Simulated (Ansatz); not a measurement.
Task: a ladder of methods at one geometry of CH6Si, SMILES C[SiH3], with the Ansatz DFT code, driven from Python. Give the script and its output. Settings (for the species named): MP2, def2-SVP basis, multiplicity 1. The script varies method: mp2, ccsd, ccsd_t.

```yaml
atoms:
  - { symbol: C, position_ang: [-0.1401, 0.1892, -0.9112] }
  - { symbol: Si, position_ang: [0.1526, -0.2268, 0.8291] }
  - { symbol: H, position_ang: [-1.2832, 0.1198, -1.1746] }
  - { symbol: H, position_ang: [0.4520, -0.3854, -1.6191] }
  - { symbol: H, position_ang: [0.0869, 1.2679, -1.1388] }
  - { symbol: H, position_ang: [-0.6212, 0.6576, 1.7513] }
  - { symbol: H, position_ang: [1.6277, -0.0579, 1.1360] }
  - { symbol: H, position_ang: [-0.1827, -1.6214, 1.0714] }
```

The script, `ch6si.py`:
```python
import warnings

import ansatz as az

params = {
    "basis": "def2-SVP",
}

warnings.simplefilter("ignore", az.DeckWarning)

system = (
    az.Crystal.molecule()
    .atom("C", (-0.1401, 0.1892, -0.9112))
    .atom("Si", (0.1526, -0.2268, 0.8291))
    .atom("H", (-1.2832, 0.1198, -1.1746))
    .atom("H", (0.452, -0.3854, -1.6191))
    .atom("H", (0.0869, 1.2679, -1.1388))
    .atom("H", (-0.6212, 0.6576, 1.7513))
    .atom("H", (1.6277, -0.0579, 1.136))
    .atom("H", (-0.1827, -1.6214, 1.0714))
)

job = system.calculation().basis(gaussian=params["basis"])

methods = ["mp2", "ccsd", "ccsd_t"]
reports = [job.correlation(m).run(threads=1, backend="cpu").report for m in methods]
print(f"Hartree-Fock reference {reports[0]['reference_energy_ev'] / 27.211386246:.6f} Ha")
best = reports[-1]["free_energy_ev"] - reports[-1]["reference_energy_ev"]
for method, each in zip(methods, reports):
    gained = each["free_energy_ev"] - each["reference_energy_ev"]
    print(f"{method:8s} total {each['free_energy_ev'] / 27.211386246:.6f} Ha  correlation {gained:9.4f} eV  ({100 * gained / best:.1f} % of the last)")
```

Output of `python ch6si.py`:
```text
Hartree-Fock reference -330.164789 Ha
mp2      total -330.423443 Ha  correlation   -7.0383 eV  (84.1 % of the last)
ccsd     total -330.465319 Ha  correlation   -8.1778 eV  (97.7 % of the last)
ccsd_t   total -330.472469 Ha  correlation   -8.3724 eV  (100.0 % of the last)
```

Notes:
- Total energies depend on the basis set; only differences at equal settings carry meaning.
- The geometry is a force-field or estimated start, not a minimum of this method, and the basis set is short of its limit. A lower total doesn't mark the better method: functionals have no common bound, and MP2 and coupled cluster aren't variational.
- Inner cores stay frozen, so this is valence correlation.
- Finished in 2.7 s on 1 thread of Arm Neoverse V1 (shared host), peak memory 0.2 GiB.
